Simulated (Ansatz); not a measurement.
Results of LDA in Ansatz (plane waves, PAW) for hcp Ti.

A relaxed, unreconstructed slab of the (0001) face has 6 atoms, two equal faces of 7.103 Å² each and an energy of -14699.8142 eV. A bulk cell of 2 atoms with the same orientation and in-plane k mesh has -4900.6018 eV. Energies are extrapolated to zero smearing.

Numerical settings: plane-wave cutoff 500 eV, 24×24×1 k mesh (along the axes of the cell as run), Fermi–Dirac smearing 0.1 eV, scalar-relativistic PAW data made under PBE.

Worked out: γ = (E_slab − N E_bulk per atom)/2A = [-14699.8142 − 6 × (-4900.6018/2)]/(2 × 7.103) = 0.1402 eV/Å². With 16.022 J/m² per eV/Å² this is 2.25 J/m², or 1.00 eV per surface cell and face.

Ansatz is a first-principles code.
